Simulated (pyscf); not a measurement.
Atom transfer: Cl–Ta(Cl)(Cl)(Cl)–Cl (SMILES [Cl][Ta]([Cl])([Cl])([Cl])[Cl]) + H• (SMILES [H]) -> HCl (SMILES Cl) + [Cl–Ta(Cl)(Cl)–Cl]• (SMILES [Cl][Ta]([Cl])([Cl])[Cl])

Gas phase, doublet surface, charge 0. Bonds broken: Cl1–Ta2. Bonds formed: Cl1–H7. Optimised with ωB97X-D3(BJ)/def2-SVP in PySCF.

Transition state (Å):

```xyz
7

Cl     1.2264    -0.2581    -0.3369
Ta    -1.0695     0.0860     0.0450
Cl    -1.5385    -1.6292    -1.3819
Cl    -3.3223     0.4572     0.4089
Cl    -0.7176    -0.2218     2.2766
Cl    -0.7546     2.1622    -0.8253
H      1.7142     1.3942    -1.0807
```

One imaginary mode, 1232i cm⁻¹; descent along it reached the two sides named, in the forms told below.

```
bond     change  reactant side (Å)  saddle  product side
-------  ------  -----------------  ------  ------------
Cl1–Ta2  breaks              2.316   2.353           2.8
Cl1–H7    forms                3.7   1.877         1.296
```

Electronic energies relative to the separated reactants (eV):

| level | barrier | reaction energy | reverse barrier |
|---|---|---|---|
| ωB97X-D3(BJ)/def2-TZVP | 0.31 | -0.76 | 1.07 |
| PBE/def2-TZVP | -0.01 | -0.72 | 0.72 |
| r²SCAN/def2-TZVP | -0.02 | -0.76 | 0.74 |
| B3LYP-D3(BJ)/def2-TZVP | 0.02 | -0.91 | 0.93 |
| PBE0-D3(BJ)/def2-TZVP | 0.10 | -0.84 | 0.94 |
| M06-2X/def2-TZVP | 0.24 | -1.12 | 1.37 |
| ωB97M-D3(BJ)/def2-TZVP | 0.27 | -1.11 | 1.37 |
| HF/def2-TZVP | 0.82 | -1.49 | 2.31 |

With ωB97M-D3(BJ)/def2-TZVP energies and thermal terms (ideal gas, 1 atm, RRHO with modes under 100 cm⁻¹ raised to 100, one conformer, R ln 2 for chiral ones without a mode under 150 cm⁻¹), in eV:

| T (K) | ΔH‡ | ΔG‡ | ΔH | ΔG |
|---|---|---|---|---|
| 298 | 0.27 | 0.52 | -0.98 | -1.17 |
| 600 | 0.25 | 0.79 | -1.03 | -1.34 |
| 900 | 0.23 | 1.06 | -1.07 | -1.49 |
| 1200 | 0.22 | 1.33 | -1.12 | -1.62 |

On the product side the descent ends in an adduct with a Cl–Ta contact, 0.36 eV under the separated species and 1.43 eV under the saddle at ωB97X-D3(BJ)/def2-TZVP. At PBE, r²SCAN this geometry lies under the reactants; that is no barrier but a single point on another level's saddle; such a level's own saddle, if it has one, lies nearer that side and is low. What is counted as broken (Cl–Ta) persists as a longer contact in the product adduct; parting that adduct is a step of its own. This is the saddle that the search found; another between the same sides may lie lower. The angle at the transferred Cl is 101°: a side-on saddle, likely not the lowest. Open-shell species with a d-block atom are single-reference here; other states, and whether the spin sits on metal or ligand, were not checked. Elements past Kr carry the def2 core potentials, without spin-orbit coupling.
